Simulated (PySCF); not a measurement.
Isothiocyanic acid, CHNS.
Z-matrix (Å and degrees, PBE0-D3(BJ)/def2-SVP geometry), rows numbered from 1:
```
N 
C   1  1.2015
S   2  1.5713  1  174.58
H   1  1.0085  2  135.56  3   179.95
```

Computed, not measured: PySCF 2.14.0, delta-SCF UKS SCAN, pcX-2 on the ionised atom, pcseg-1 elsewhere, spin-free X2C. The ground state was rerun for each ionised atom, in the same mixed basis as its hole state.

```csv
ionised atom,basis functions,E(ground) (Eh),E(ionised) (Eh)
C2,82,-492.63714,-481.83663
N1,82,-492.64490,-477.72986
S3,93,-492.76541,-401.71134
```

Q: What are the 1s binding energies?

A: E(ionised) − E(ground), at 27.2114 eV a hartree:

| atom | environment | difference (Eh) | binding energy (eV) |
| --- | --- | --- | --- |
| C2 | isothiocyanate carbon | 10.80051 | 293.90 |
| N1 | isothiocyanate nitrogen | 14.91504 | 405.86 |
| S3 | sulfur bonded to C | 91.05407 | 2477.71 |

Q: How much do the ground-state energies differ, and what would follow from using one of them for all holes?

A: They run from -492.7654 Eh (core basis on S3) to -492.6371 Eh (on C2), 0.1283 Eh or 3.49 eV apart, though the state is the same; only basis and grid differ. Pairing the ion of C2 with the ground state of S3 would put its binding energy 3.49 eV too high.

Only 1s holes are shown. Geometry: PBE0-D3(BJ)/def2-SVP; no solvent, vibrations or thermal averaging.

Hardware: Arm Neoverse V1, one thread, on a shared host. Cost: 6.7 s of wall time.
